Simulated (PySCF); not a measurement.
Molecule: 1,3-propanediol (SMILES C(CCO)O).

Geometry:
```json
{"atom": "O1", "x (Å)": "-1.576", "y (Å)": "1.054", "z (Å)": "0.518"}
{"atom": "C2", "x (Å)": "-1.236", "y (Å)": "-0.299", "z (Å)": "0.551"}
{"atom": "C3", "x (Å)": "-0.221", "y (Å)": "-0.683", "z (Å)": "-0.519"}
{"atom": "C4", "x (Å)": "1.158", "y (Å)": "-0.107", "z (Å)": "-0.268"}
{"atom": "O5", "x (Å)": "1.060", "y (Å)": "1.304", "z (Å)": "-0.218"}
{"atom": "H6", "x (Å)": "-0.744", "y (Å)": "1.537", "z (Å)": "0.406"}
{"atom": "H7", "x (Å)": "-0.836", "y (Å)": "-0.605", "z (Å)": "1.545"}
{"atom": "H8", "x (Å)": "-2.163", "y (Å)": "-0.877", "z (Å)": "0.404"}
{"atom": "H9", "x (Å)": "-0.131", "y (Å)": "-1.780", "z (Å)": "-0.578"}
{"atom": "H10", "x (Å)": "-0.590", "y (Å)": "-0.331", "z (Å)": "-1.497"}
{"atom": "H11", "x (Å)": "1.550", "y (Å)": "-0.505", "z (Å)": "0.690"}
{"atom": "H12", "x (Å)": "1.855", "y (Å)": "-0.425", "z (Å)": "-1.067"}
{"atom": "H13", "x (Å)": "1.904", "y (Å)": "1.670", "z (Å)": "0.062"}
```

Geometry PBE0-D3(BJ)/def2-SVP throughout; GIAO in PySCF 2.14, gas phase, one conformer, non-relativistic; equivalent atoms averaged; functional PBE0.

Q: How do the absolute shieldings σ depend on the basis set? (ppm; last column core-seconds on shared hosts with different chips, so compare them loosely)

A: 
```csv
basis set,functions,O1/O5,C2/C4,C3,H7/H8/H11/H12,H9/H10,H6/H13,core-s
STO-3G,33,354.2,179.9,209.1,30.68,31.52,33.89,1.8
6-31G,61,298.4,136.3,167.5,28.62,30.82,31.50,3.8
pcSseg-0,61,312.1,123.4,158.1,28.68,31.02,32.25,3.4
6-31G*,86,302.6,131.0,162.9,28.07,30.38,30.82,5.1
def2-SVP,110,310.1,130.2,162.3,27.67,29.97,30.13,6
cc-pVDZ,110,306.4,131.5,162.0,27.49,29.85,30.36,7.2
pcSseg-1,125,297.1,116.3,149.5,27.35,29.72,29.67,7.8
"6-311+G(2d,p)",183,292.9,119.6,151.9,27.57,29.82,30.05,12
aug-cc-pVDZ,187,300.6,130.0,160.1,27.37,29.64,29.76,15
def2-TZVP,203,296.5,117.9,151.3,27.58,29.81,30.03,15
IGLO-III,255,291.7,114.0,147.7,27.43,29.68,29.68,22
cc-pVTZ,262,296.6,119.4,152.3,27.39,29.65,29.64,24
pcSseg-2,292,292.0,113.5,147.6,27.33,29.57,29.31,29
```

Q: Which nucleus moves most, in ppm?

A: C2/C4 (sp3 CH2 bonded to O): from 113.5 ppm with pcSseg-2 to 179.9 ppm with STO-3G. The smallest spread is 1.95 ppm, at H9/H10. Proton shifts span only some 12 ppm, so a few tenths of a ppm matter as much there as several ppm in carbon.

Q: Taking the largest basis, pcSseg-2 (292 functions), as the yardstick, rank the others by their worst heavy-atom deviation.

A: IGLO-III 0.5 ppm (255 functions), def2-TZVP 4.5 ppm (203 functions), pcSseg-1 5.2 ppm (125 functions), cc-pVTZ 5.9 ppm (262 functions), 6-311+G(2d,p) 6.1 ppm (183 functions), aug-cc-pVDZ 16.5 ppm (187 functions), 6-31G* 17.4 ppm (86 functions), cc-pVDZ 18.0 ppm (110 functions), def2-SVP 18.2 ppm (110 functions), pcSseg-0 20.1 ppm (61 functions), 6-31G 22.8 ppm (61 functions), STO-3G 66.4 ppm (33 functions).

A small basis that lands close on one nucleus may do so by chance; judge by the trend and by all nuclei.
